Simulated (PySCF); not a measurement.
# BHO2 (oxoborinic acid): CCSD(T)/STO-6G

Aim: the energy change on altering one bond length of BHO2 (oxoborinic acid) at CCSD(T)/STO-6G, from 2 runs. The job is set up through a Python script.

The results are computed with PySCF 2.14.0.

6 further runs of the same task are left out: 6 set aside as unsound or not needed.

## (1) The molecule

The species is BHO2 (4 atoms), meant as a singlet with charge 0. As SMILES, `O=BO`. The coordinates come from a PBE0-D4/def2-TZVP relaxation.

Bond lengths: O1–B2 1.210 Å, B2–O3 1.322 Å, O3–H4 0.960 Å. Angles: O1–B2–O3 177.5°, B2–O3–H4 117.0°.

## (2) A single-point energy at CCSD(T)/STO-6G

The input, calc.py:

```python
# O=BO
from pyscf import gto, scf, cc

molecule = gto.M(
    atom=[
    ('O', (-1.555100, 0.523500, 0.428500)),
    ('B', (-0.423900, 0.132000, 0.248600)),
    ('O', (0.816700, -0.302000, 0.108600)),
    ('H', (1.162300, -0.353500, -0.785700)),
],
    max_memory=1860,
    charge=0,
    basis='sto-6g',
    verbose=3,
    spin=0,
)

mf = scf.RHF(molecule)
mf.conv_tol = 1e-10
mf.kernel()
if not mf.converged:
    mf = mf.newton().run(mf.mo_coeff, mf.mo_occ)

mycc = cc.CCSD(mf, frozen=3)
mycc.kernel()
e_t = mycc.ccsd_t()
energy = mycc.e_tot + e_t
print('Final energy', energy)
```

Command:

```bash
OMP_NUM_THREADS=1 python calc.py
```

Log:

```text
converged SCF energy = -174.374346146647
E(CCSD) = -174.5398784106006  E_corr = -0.1655322639532033
CCSD(T) correction = -0.0108016663290481
Final energy -174.5506800769296
```

Run time: 0.81 s. Hardware: 1 thread of Intel Xeon 6975P-C (Granite Rapids), shared host; peak memory 0.1 GiB.

## (3) The distorted shape at the same level

The input, calc.py:

```python
from pyscf import gto, cc

mol = gto.M(
    atom='''
O     -3.069356     1.008740     1.147806
B     -0.931697     0.268912     0.807845
O      1.412697    -0.551229     0.543283
H      2.196429    -0.668018    -1.484758
''',
    spin=0,
    basis='sto-6g',
    unit='bohr',
    charge=0,
    verbose=3,
    max_memory=1860,
)

hf = mol.RHF()
hf.conv_tol = 1e-10
hf.kernel()
if not hf.converged:
    hf = hf.newton().run(hf.mo_coeff, hf.mo_occ)

mycc = cc.CCSD(hf, frozen=3)
mycc.kernel()
e_t = mycc.ccsd_t()
etot = mycc.e_tot + e_t
print('E(%s) = %.9f' % ('CCSD(T)', etot))
```

Command:

```bash
OMP_NUM_THREADS=1 python calc.py
```

Log:

```text
converged SCF energy = -174.347868842511
E(CCSD) = -174.5271200509201  E_corr = -0.1792512084096134
CCSD(T) correction = -0.0112453435997763
E(CCSD(T)) = -174.538365395
```

Wall time 0.99 s (1 thread of Intel Xeon 6975P-C (Granite Rapids), shared host); peak memory 0.12 GiB.

## (4) Summary of results

Level: CCSD(T)/STO-6G, 3 core orbitals frozen.

| quantity | value |
| --- | --- |
| first shape: total energy | -174.55068 Eh |
| first shape: dipole moment (Hartree–Fock density) | 2.78 D |
| first shape: HOMO energy (Hartree–Fock orbitals) | -9.92 eV |
| first shape: LUMO energy (Hartree–Fock orbitals) | 10.22 eV |
| first shape: HOMO–LUMO gap (Hartree–Fock orbitals) | 20.13 eV |
| first shape: correlation energy (3 core orbitals frozen) | -176.3 mEh |
| first shape: (T) correction | -10.80 mEh |
| first shape: T1 diagnostic | 0.021 |
| distorted shape: total energy | -174.53837 Eh |
| distorted shape: dipole moment (Hartree–Fock density) | 2.85 D |
| distorted shape: HOMO energy (Hartree–Fock orbitals) | -9.82 eV |
| distorted shape: LUMO energy (Hartree–Fock orbitals) | 8.82 eV |
| distorted shape: HOMO–LUMO gap (Hartree–Fock orbitals) | 18.63 eV |
| distorted shape: correlation energy (3 core orbitals frozen) | -190.5 mEh |
| distorted shape: (T) correction | -11.25 mEh |
| distorted shape: T1 diagnostic | 0.022 |
| energy change with the O3–H4 bond stretched from 0.960 to 1.152 Å | 0.335 eV |

What this shows: With the O3–H4 bond stretched from 0.960 to 1.152 Å the energy rises by 0.34 eV (32.3 kJ/mol). The first shape isn't relaxed at this level, so the change isn't measured from a minimum. The minimal basis adds a large error of its own. The T1 diagnostic (first shape) of 0.021 is above the customary mark for such species, so a single reference may not serve. Mulliken charges (first shape) of the mean-field density run from -0.40 on O3 to +0.49 on B2. The triples (first shape) make up 6.1 % of the correlation energy. The T1 diagnostic (distorted shape) of 0.022 is above the customary mark for such species, so a single reference may not serve. The triples (distorted shape) make up 5.9 % of the correlation energy.
